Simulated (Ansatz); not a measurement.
This geometry of BClH2 + H2 (6 atoms, charge 0, multiplicity 1) is a first-order saddle point.

Theory: RKS B3LYP/def2-TZVP in Ansatz 0.2.0.

```xyz
6
Properties=species:S:1:pos:R:3
B 0.090 -0.481 0.033
Cl 0.456 1.467 -0.830
H -0.389 -1.114 -0.842
H 1.077 -0.736 0.630
H -0.436 0.881 0.211
H -0.798 -0.016 0.799
```

Q: Which two structures does it join? (They come from a converged band through this point; their orientation in space is the band's.)

A: Bonds broken: B1–Cl2, H5–H6. Bonds formed: B1–H6, Cl2–H5. BClH2 + H2 becomes BH3 + ClH.

Image 0:

```xyz
6
Properties=species:S:1:pos:R:3
B 1.255 -1.041 -0.984
Cl 2.054 0.068 -2.064
H 0.274 -1.585 -1.367
H 1.726 -1.213 0.090
H -2.611 2.230 2.031
H -2.698 1.540 2.294
```

Image 6:

```xyz
6
Properties=species:S:1:pos:R:3
B 0.074 -0.858 0.146
Cl 0.319 1.572 -0.719
H -0.231 -1.289 -0.920
H 1.203 -0.922 0.516
H -0.585 2.054 0.055
H -0.780 -0.557 0.922
```

Q: How far does it lie above each of them?

A: 110.9 kJ/mol above the first and 39.5 kJ/mol above the second. This is the barrier of this one path; another mechanism may lie lower. The orbitals stay closed-shell, which can raise the energy where a bond breaks towards radicals; this wasn't checked here.

Run time: 60 s on 2 threads of Intel(R) Xeon(R) Platinum 8375C CPU @ 2.90GHz (Ice Lake), on a shared host, peak memory 0.16 GiB.
